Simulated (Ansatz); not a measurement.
Reaction (ligand exchange at the Si–S bond): `S[Si]S` + HCl → `S[Si]Cl` + H₂S

Program: Ansatz. Geometries: PBE0-D4/def2-TZVP. ΔE: electronic, gas phase. CBS: def2 TZ/QZ extrapolation, frozen cores. DFT in def2-TZVPP. One conformer a species, not always the lowest.

`S[Si]S`:

Cartesian coordinates in Å:
```
S -0.904 -0.915 -0.267
Si 0.201 0.212 1.177
S 1.373 1.386 -0.184
H -1.601 -1.613 0.646
H 0.931 0.930 -1.371
```

HCl:

Cartesian coordinates in Å:
```
Cl -0.503 -0.118 -0.376
H 0.503 0.118 0.376
```

`S[Si]Cl`:

Z-matrix (Å, degrees):
```
S
Si 1 2.135
H 1 1.346 2 92.8
Cl 2 2.086 1 97.3 3 -180.0
```

H₂S:

Cartesian coordinates in Å:
```
S 0.316 -0.427 -0.319
H 0.621 0.787 0.163
H -0.937 -0.360 0.156
```

Task: Is it downhill or uphill in electronic energy at CCSD(T)/CBS, and by how much? (Estimate.)

Result: Ansatz gave: Downhill: ΔE = -7.2 kcal/mol.

Task: What do these levels give: LDA (SPW92), r2SCAN-D4, BHLYP-D4, CAM-B3LYP-D4, BLYP, r2SCAN, r2SCANh, BHLYP, CAM-B3LYP, MP2/def2-TZVPP, SCS-MP2/def2-TZVPP, SCS-MP2/def2-QZVPP? (An estimate is asked.)

Result: Computed: LDA (SPW92) -5.9, r2SCAN-D4 -6.7, BHLYP-D4 -7.9, CAM-B3LYP-D4 -8.1, BLYP -8.3, r2SCAN -6.8, r2SCANh -6.9, BHLYP -8.6, CAM-B3LYP -8.5, MP2/def2-TZVPP -6.8, SCS-MP2/def2-TZVPP -7.4, SCS-MP2/def2-QZVPP -7.6 kcal/mol.

Largest T1 diagnostic among the species: 0.015.

Leaving LDA and LC-ωPBE aside and taking each functional with its dispersion term where it has one, the values, not all of them listed here, spread over 2.3 kcal/mol, from ωB97M-V to revPBE-D4. The D4 term adds +0.7 kcal/mol with B3LYP and +0.4 kcal/mol with PBE0; it sums over pairs of atoms, weighted by their polarisabilities, and B3LYP, whose exchange is more repulsive, gets the larger term. In def2-TZVPP, CCSD(T) changes the Hartree–Fock value by +2.6 kcal/mol (the triples alone add +0.5 kcal/mol) and MP2 by +2.6 kcal/mol.

B3LYP here is the variant with VWN-RPA as its local correlation; programs differ in this.
